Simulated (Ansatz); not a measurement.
Two isomers of C4H9N: A = `C=CN(C)C`, B = `CC/C=C/N`.

Calculated with Ansatz (gas phase, PBE0-D4/def2-TZVP geometries, no zero-point term in ΔE). CCSD(T)/CBS adds triple-zeta CCSD(T) − MP2 to the extrapolated MP2 energy (def2 sets, frozen cores). DFT in def2-TZVPP. B3LYP here is the variant with VWN-RPA as its local correlation; programs differ in this. Each species was taken in one conformer, which may not be the lowest.

A:

```xyz
14

C     0.894    1.109    1.512
C     0.401   -0.053    1.070
N     0.083   -0.389   -0.223
C     0.167    0.637   -1.223
C    -0.947   -1.377   -0.420
H     1.167    1.208    2.553
H     1.055    1.965    0.870
H     0.242   -0.867    1.773
H     1.158    1.094   -1.204
H     0.011    0.195   -2.209
H    -0.579    1.434   -1.076
H    -0.851   -2.162    0.332
H    -0.839   -1.836   -1.406
H    -1.962   -0.957   -0.347
```

B:

```xyz
14

C    -1.791   -0.964    0.610
C    -0.381   -0.529    0.996
C     0.180    0.516    0.089
C     1.244    0.332   -0.691
N     1.743    1.217   -1.636
H    -2.186   -1.705    1.309
H    -1.802   -1.398   -0.393
H    -2.475   -0.111    0.606
H     0.284   -1.400    0.997
H    -0.398   -0.158    2.028
H    -0.346    1.470    0.050
H     1.771   -0.619   -0.662
H     1.413    2.165   -1.542
H     2.742    1.184   -1.762
```

Question: Which is lower in electronic energy at CCSD(T)/CBS, and by how much? (Best estimate.)

Answer: Computed: B, by 11.6 kcal/mol.

Question: Give E(B) − E(A) in kcal/mol with PBE-D4, PBE0-D4, r2SCAN-D4, CCSD/def2-TZVPP, B3LYP, B2PLYP, CCSD(T)/def2-TZVPP. (An estimate is asked.)

Answer: The calculation gave: PBE-D4 -10.6, PBE0-D4 -11.2, r2SCAN-D4 -10.9, CCSD/def2-TZVPP -11.5, B3LYP -11.1, B2PLYP -11.0, CCSD(T)/def2-TZVPP -11.1. None reverses the order clearly.

Largest T1 diagnostic: 0.011.

The D4 term adds +1.1 kcal/mol with B3LYP and +0.5 kcal/mol with PBE0; it sums over pairs of atoms, weighted by their polarisabilities, and B3LYP, whose exchange is more repulsive, gets the larger term.
